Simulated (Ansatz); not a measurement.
**PH2− (singlet): from Hartree-Fock to the top rungs, aug-cc-pVDZ**

The task here is to estimate one member of a computed series from the others.

Computed with Ansatz 0.2.0, Gaussian basis. Level: aug-cc-pVDZ, core rule «outside noble gas», up to 5 orbitals frozen.

To be run: UHF; CCSD(T) on RHF; BCCD(T) on RHF; CISD; CCSDT(Q) on RHF; CCSDTQ on RHF; CASSCF and MRCISD+Q, 8 electrons in 6 orbitals; CASSCF and NEVPT2, 8 electrons in 6 orbitals.

3 further runs of the same task are left out: 3 set aside as unsound or not needed.

### The geometry

The geometry is a PBE0/def2-TZVPD stationary point (not a proven minimum).

3 atoms, charge -1, spin multiplicity 1.

Atoms are counted from 1 here; the program's logs count them from 0.

Bond lengths: P1–H2 1.436 Å, P1–H3 1.436 Å. Angles: H2–P1–H3 91.6°.

Set-up of the first run:

File in.yaml:

```yaml
crystal:
  periodic: [false, false, false]
  atoms:
    - {symbol: P, position_ang: [0.000000, -0.061164, 0.000000]}
    - {symbol: H, position_ang: [0.000000, 0.939781, -1.030106]}
    - {symbol: H, position_ang: [0.000000, 0.939781, 1.030106]}
basis:
  gaussian: {orbitals: aug-cc-pVDZ}
total_charge: -1
magnetization: {spin_polarized: true, initial_magnetization: 0}
hamiltonian: {xc: hf}
output: {orbitals: {seedname: orbitals}}
```

Run with:

```bash
ansatz run in.yaml --threads 1 --pin off --events-out ev --progress --plain --max-ram 4096MiB --backend cpu
```

Among the steps run: UHF; CCSD(T) on RHF; BCCD(T) on RHF; CISD; CCSDT(Q) on RHF; CCSDTQ on RHF; CASSCF and MRCISD+Q, 8 electrons in 6 orbitals; CASSCF and NEVPT2, 8 electrons in 6 orbitals.

One of the session's tables, all rows but one given; the rest of the session is left out.

```
          method  from RCCSDTQ (kcal/mol)
             RHF                  +113.44
            RMP2                        ?
            CISD                   +11.20
           RCCSD                    +4.61
        RCCSD(T)                    +0.73
         BCCD(T)                    +0.73
          RCCSDT                    +0.25
       RCCSDT(Q)                    +0.01
         RCCSDTQ                        0
  CASSCF valence                   +93.54
  NEVPT2 valence                   +25.33
  MRCISD valence                    +7.99
MRCISD+Q valence                    +0.75
```

Estimate the missing values for RMP2.

**Answer.** from RCCSDTQ (kcal/mol): +19.69. In the column «from RCCSDTQ (kcal/mol)» it lies between CISD (+11.20) and NEVPT2 valence (+25.33).
